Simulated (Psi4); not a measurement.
**A Psi4 job on [Na2SiH3]+ (SMILES [SiH3+].[Na][Na])**

Aim: the interaction energy of [Na2SiH3]+.

Program for the calculation: Psi4 1.11.

5 further runs of the same task are left out: 5 set aside as unsound or not needed.

### Step 1. The molecule

[Na2SiH3]+ has 6 atoms, charge +1, and is taken as a singlet. SMILES: `[SiH3+].[Na][Na]`.

Bond lengths: Na5–Na6 2.737 Å, Si1–H2 1.472 Å, Si1–H3 1.472 Å, Si1–H4 1.472 Å. Angles: H2–Si1–H3 120.0°, H2–Si1–H4 120.0°, H3–Si1–H4 120.0°.

### Step 2. The job

The input, job.py:

```python
import psi4

psi4.set_memory(50000000)
psi4.set_num_threads(1)
psi4.core.set_output_file('h3na2si.out', False)

geom = psi4.geometry("""
1 1
Si     0.000000     0.000030     0.000000
H      0.686900     0.675420     1.113000
H     -0.118400    -1.467180    -0.009900
H     -0.568500     0.791720    -1.103100
--
0 1
Na    -1.518280     3.334210     0.594110
Na    -3.772960     2.369340    -0.620650
symmetry c1
no_reorient
no_com
""")

psi4.set_options({
    'basis': 'jun-cc-pVDZ',
    'scf_type': 'df',
    'freeze_core': 'true',
})

e = psi4.energy("sapt0")
print(f'total energy {e:.8f} hartree = {e * 27.211386:.5f} eV')
```

Launch:

```bash
$ python job.py
```

stdout:

```text
psi4.driver.p4util.exceptions.ValidationError: set_memory(): Requested 47.7 MiB (50.0 MB); minimum 250 MiB (263 MB). Please, sir, I want some more.
```

Wall time 0.68 s (1 thread of Intel Xeon 6975P-C (Granite Rapids), shared host); peak memory 0.13 GiB.

### Step 3. Reading the log

The program refused the input.

The telling line is `psi4.driver.p4util.exceptions.ValidationError: set_memory(): Requested 47.7 MiB`. The fault: too little memory is allowed.
